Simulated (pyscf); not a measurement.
# Routes from O=Si(OH)–OH

Candidate steps break at most two bonds and form at most two. Each was searched with GFN2-xTB (tblite) first. Optimised with ωB97X-D3(BJ)/def2-SVP in PySCF. MP2 and CC: frozen core, UHF for open shells. ΔMP2 is the change of the MP2 total energy from the triple- to the quadruple-zeta basis. Energies: CCSD(T)/def2-TZVPP + ΔMP2(QZVPP), kcal/mol, from the reactant's lowest minimum found, singlet surface; ΔG‡ with ideal gas, 1 atm, RRHO with modes under 100 cm⁻¹ raised to 100, one conformer, R ln 2 for chiral ones without a mode under 150 cm⁻¹.

```json
[
 {"products": "O=Si(OH)–OH", "type": "hydrogen shift", "ΔE‡": "45.2", "ΔE": "0.0", "ΔG‡ 298 K": "42.2", "ΔG‡ 900 K": "42.7", "ν‡ (cm⁻¹)": "1791i"},
 {"products": "O=Si=O + H₂O", "type": "elimination", "ΔE‡": "56.0", "ΔE": "+71.2", "ΔG‡ 298 K": "–", "ΔG‡ 900 K": "–", "ν‡ (cm⁻¹)": "1101i"}
]
```

A dash marks a saddle under its separated products, where this table gives no free-energy barrier. Row 1: On the product side the descent ends in a point that may be a rotor saddle (no frequency run), 1.3 kcal/mol over the lowest minimum found and 43.7 kcal/mol under the saddle at ωB97X-D3(BJ)/def2-TZVP. Row 2: On the reactant side the descent ends in a point that may be a rotor saddle (no frequency run), 1.3 kcal/mol over the lowest minimum found and 54.8 kcal/mol under the saddle at ωB97X-D3(BJ)/def2-TZVP. On the product side the descent ends in an adduct with a O–Si contact, 28.5 kcal/mol under the separated species and 8.4 kcal/mol under the saddle at ωB97X-D3(BJ)/def2-TZVP. 

Plain bond fissions and candidates not yet searched are not listed, and one of them may be faster. Each barrier is that of the saddle found; lower ones may exist. The CCSD(T) − MP2 part came from Ansatz, without density fitting, on the same reference.
